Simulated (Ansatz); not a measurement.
```yaml
crystal:
  periodic: [false, false, false]
  atoms:
    - {symbol: C, position_ang: [-2.510509, 3.673492, -1.576891]}
    - {symbol: C, position_ang: [-0.593669, 1.615329, -1.316567]}
    - {symbol: C, position_ang: [1.088400, -0.639685, 0.151851]}
    - {symbol: C, position_ang: [1.251723, -2.340268, 2.162687]}
    - {symbol: H, position_ang: [-4.349633, 3.333014, -2.842934]}
    - {symbol: H, position_ang: [-1.491668, 5.413705, -1.444963]}
    - {symbol: H, position_ang: [2.800936, -1.609100, -2.629434]}
    - {symbol: H, position_ang: [0.715050, -5.205489, 1.485173]}
    - {symbol: H, position_ang: [-1.069554, -1.796755, 3.776774]}
    - {symbol: H, position_ang: [2.873612, -2.164650, 2.700785]}
basis:
  gaussian: {orbitals: "6-31G*", final_grid: {core_spheres: 20, valence_spheres: 16, degree: 47}}
magnetization: {spin_polarized: true, initial_magnetization: 2}
hamiltonian: {xc: {name: HSE06}, pseudopotentials: {relativity: none}}
accuracy: high
```

```sh
$ ansatz run in.yaml --threads 4 --pin off --events-out ev --progress --plain --max-ram 10444MiB
```

Shortened log:

```
Functional definition: HSE06
1493 factors; integrals over basis functions are off by at most 5.4e-8 eV
147 factors; integrals over basis functions are off by at most 8.0e-10 eV
mean field evaluation 1: about -4173.0081 eV, gradient 3.3e1 eV
mean field evaluation 2: about -3862.3076 eV, gradient 1.6e2 eV
mean field evaluation 4: about -3963.8937 eV, gradient 1.5e2 eV
mean field evaluation 8: about -4196.5881 eV, gradient 3.7e0 eV
mean field evaluation 16: about -4198.0478 eV, gradient 1.1e-1 eV
mean field evaluation 32: about -4198.0656 eV, gradient 6.4e-2 eV
mean field evaluation 96: about -4198.4659 eV, gradient 1.1e-4 eV
mean field evaluation 256: about -4198.5641 eV, gradient 2.5e-3 eV
mean field evaluation 352: about -4198.5785 eV, gradient 6.3e-4 eV
mean field evaluation 640: about -4198.3918 eV, gradient 9.7e-4 eV
mean field -4198.59533137 eV, -154.2955325176 hartree, gradient 2.3e-8 eV, S^2 6.231427; 32 other end points of the search recorded, 0 dependent functions left out
reference -4198.59533781 eV, -154.2955327543 hartree; 16, 14 occupied and 56, 58 virtual orbitals, 1493 factors
Total energy: -4198.59533781 eV, -154.2955327543 hartree
```

In this input the geometry is stretched to more than twice its size. The run converged. The result belongs to that input, not to the molecule as meant.
